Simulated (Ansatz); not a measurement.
## How far each method lies from UCCSDT(Q) for [SiH3···H···Si], triplet

Geometry: a point of a hydrogen-transfer path between rigid fragments, not a stationary point.

```json
{"atom": "Si", "x (Å)": "-1.5818", "y (Å)": "0.0000", "z (Å)": "0.0000"}
{"atom": "H", "x (Å)": "-2.0767", "y (Å)": "1.3997", "z (Å)": "0.0000"}
{"atom": "H", "x (Å)": "-2.0767", "y (Å)": "-0.6999", "z (Å)": "1.2122"}
{"atom": "H", "x (Å)": "-2.0767", "y (Å)": "-0.6999", "z (Å)": "-1.2122"}
{"atom": "H", "x (Å)": "0.2272", "y (Å)": "0.0000", "z (Å)": "0.0000"}
{"atom": "Si", "x (Å)": "1.7972", "y (Å)": "0.0000", "z (Å)": "0.0000"}
```

Basis cc-pVDZ; Ansatz 0.2.0. Correlated methods freeze the noble-gas cores, which leaves 12 electrons in 46 orbitals. Prefix R: restricted or restricted open-shell reference; prefix U: unrestricted. Active spaces: pair = (4e, 4o) about the gap.

Full CI isn't at hand for all of this; UCCSDT(Q) serves as the reference, and is uncertain by about the last step of the cluster series. The frozen core follows each run's orbitals, which can shift R against U totals by a few meV.

For open shells CISD is restricted-active-space CI with the open shells as a complete middle space.

```
UHF ⟨S²⟩                          : 2.026
T1 diagnostic (RCCSD)             : 0.0227
largest doubles amplitude (RCCSD) : 0.094
T1 diagnostic (UCCSD)             : 0.0199
```

| level | E − E(UCCSDT(Q)) (meV) | share of correlation (%) | wall time |
| --- | --- | --- | --- |
| RHF | 6396 | 0.00 | – |
| UHF | 6252 | 2.26 | – |
| RMP2 | 1505 | 76.47 | – |
| UMP2 | 1514 | 76.33 | – |
| CISD | 775 | 87.89 | 4.1 s |
| RCCSD | 208 | 96.75 | – |
| UCCSD | 205 | 96.80 | – |
| RCCSD(T) | 47 | 99.26 | 3.8 s |
| UCCSD(T) | 47 | 99.27 | 3.9 s |
| BCCD(T) | 46 | 99.28 | 4.4 s |
| RCCSDT | 8 | 99.88 | – |
| UCCSDT | 8 | 99.88 | – |
| RCCSDT(Q) | 0 | 99.99 | 50 s |
| CASSCF (pair space) | 5940 | 7.14 | – |
| NEVPT2 (pair space) | 1535 | 76.00 | 1.8 s |
| MRCISD (pair space) | 683 | 89.33 | – |
| MRCISD+Q (pair space) | 35 | 99.45 | 2.2 s |

The correlation energy at UCCSDT(Q), counted from RHF, is -6.396 eV. That run took 43 s on 1 thread of Arm Neoverse V2, shared host.

Times hold each run's SCF and search for its determinant on a shared host, so for small cases they say little of a method's own cost; they ran on 1 thread of Arm Neoverse V2.
